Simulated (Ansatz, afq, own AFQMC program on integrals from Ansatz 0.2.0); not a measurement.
**O, quintet: AFQMC among the cluster methods**

A free O atom.

Basis cc-pVQZ. Noble-gas cores (and the filled d shells of Ga–Kr and In–Xe) are frozen. Ansatz 0.2.0 and our own AFQMC program on the same integrals; the CISD trial comes from CCSD amplitudes, and released means the phaseless constraint is let go. ± is one standard error of the sampling.

Determinant: ROHF, the one that the program's search chose, which needn't be the lowest solution.

No full CI on the walks' own integrals is used here; CCSDT(Q) serves as the reference and is uncertain by about the last step of the cluster series.

Cautions: another spin lies lower (by 16.89 eV); in this basis the state lies above a state of the ion, a sign that the basis lacks the diffuse functions it needs, so its energy is an artefact of the basis; the search met a lower determinant of the same kind, perhaps of another symmetry (294 meV lower), and this one is a saddle point; the released energies are still falling, so no released level is given (meV from the phaseless value at times in 1/Eh: -4.6 ± 1.2 at 0.24, -7.2 ± 0.9 at 0.51, -12.1 ± 1.0 at 0.99, -12.9 ± 1.1 at 1.62, -14.8 ± 1.6 at 2.40), though the last usable value meets CCSDT(Q) within the noise.

The T1 diagnostic is 0.0068, the weight of the determinant in the CISD state is 0.954 and the size of the correlated space is 6 electrons in 54 orbitals.

Reference: CCSDT(Q), correlation energy -4.189 eV.

| level | E − E(reference) (mEh) | share of correlation (%) |
| --- | --- | --- |
| HF | 153.93 | 0.00 |
| MP2 | 22.26 | 85.54 |
| CCSD | 4.65 | 96.98 |
| CCSD(T) | 0.55 | 99.64 |
| CCSDT | 0.11 | 99.93 |
| ph-AFQMC/CISD | 0.60 ± 0.05 | 99.61 |

A walk keeps the symmetry of its determinant, which the program's search chose and which needn't be the lowest solution, so a lower state of the same spin and another symmetry isn't excluded.
